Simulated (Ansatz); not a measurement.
# BFH3Si: the cost of one run

Computed with Ansatz 0.2.0, Gaussian basis. Level: single points in def2-TZVPP.

Correlated methods freeze the cores. Orbitals are unrestricted.

## Step 1: The starting structure

SMILES `[BH][SiH2]F`, 6 atoms, charge 0, spin multiplicity 2.

Atoms are counted from 1 here; the program's logs count them from 0.

Bond lengths: B1–Si2 2.024 Å, B1–H4 1.166 Å, Si2–F3 1.610 Å, Si2–H5 1.512 Å, Si2–H6 1.514 Å. Angles: Si2–B1–H4 141.5°, B1–Si2–F3 114.0°, B1–Si2–H5 103.8°, B1–Si2–H6 106.2°, F3–Si2–H5 110.1°, F3–Si2–H6 107.8°, H5–Si2–H6 115.0°.

Coordinates:

```
B    -1.2832    0.2266   -0.7327
Si    0.4832    0.0962    0.2472
F     0.9001   -1.4056    0.6492
H    -2.2324   -0.3997   -0.9893
H     1.4829    0.6677   -0.7327
H     0.3165    0.8876    1.5276
```

## Step 2: PBE-D4/def2-TZVPP

Input file run/in.yaml:

```yaml
crystal:
  periodic: [false, false, false]
  atoms:
    - {symbol: B, position_ang: [-1.283242, 0.226647, -0.732696]}
    - {symbol: Si, position_ang: [0.483195, 0.096178, 0.247239]}
    - {symbol: F, position_ang: [0.900057, -1.405570, 0.649211]}
    - {symbol: H, position_ang: [-2.232367, -0.399677, -0.989325]}
    - {symbol: H, position_ang: [1.482926, 0.667673, -0.732654]}
    - {symbol: H, position_ang: [0.316519, 0.887646, 1.527639]}
basis:
  gaussian: {orbitals: def2-TZVPP}
magnetization: {spin_polarized: true, initial_magnetization: 1}
hamiltonian: {xc: pbe, dispersion: d4}
output: {forces: true}
```

On the command line:

```bash
$ ansatz run in.yaml --threads 2 --pin off --events-out ev --progress --plain --max-ram 3481MiB
```

What time and memory should one allow on 2 threads of Intel Xeon Platinum 8259CL at 2.50GHz, shared host?

About 3.4 s, with a peak of 0.25 GiB.
